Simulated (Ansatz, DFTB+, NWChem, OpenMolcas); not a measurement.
# Loss of H2: H3NO → HNO + H2

Gas-phase species: H3NO (hydroxylamine) `NO`, singlet; HNO (nitroxyl) `N=O`, singlet; H2 (hydrogen), singlet. This is a balance of energies; it says nothing on the path, which may need atoms to shift.

Shapes, held fixed at every level: PBE0-D4/def2-TZVP. Flexible molecules stand in one conformer, not always the lowest. Programs: DFTB+ 25.1, NWChem 7.3.0, OpenMolcas 26.06. A level may come from different programs for different species; with the same settings they agree closely. Electronic energies: no zero-point or thermal term.

```json
{"level": "DFTB2-D4", "kind": "semi-empirical", "ΔE (kJ/mol)": "+273.2"}
{"level": "HF/STO-3G", "kind": "Hartree–Fock", "ΔE (kJ/mol)": "+223.5"}
{"level": "HF/3-21G", "kind": "Hartree–Fock", "ΔE (kJ/mol)": "+248.7"}
{"level": "HF/def2-SVP", "kind": "Hartree–Fock", "ΔE (kJ/mol)": "+190.5"}
{"level": "PBE0/def2-SVP", "kind": "global hybrid", "ΔE (kJ/mol)": "+196.7"}
{"level": "B3LYP/6-31G* (Cartesian functions)", "kind": "global hybrid", "ΔE (kJ/mol)": "+161.1"}
```

B3LYP/6-31G* (Cartesian functions) gives ΔE = +161.1 kJ/mol; the levels span +161.1 to +273.2. DFTB2-D4 strays far from the other rows. The median of the levels is +210.1. No measured value is set beside it here. B3LYP/6-31G* (Cartesian functions) lies outside the range of the other correlated levels here, so it shouldn't be taken on trust. Rows in sets without polarisation functions are far from converged.
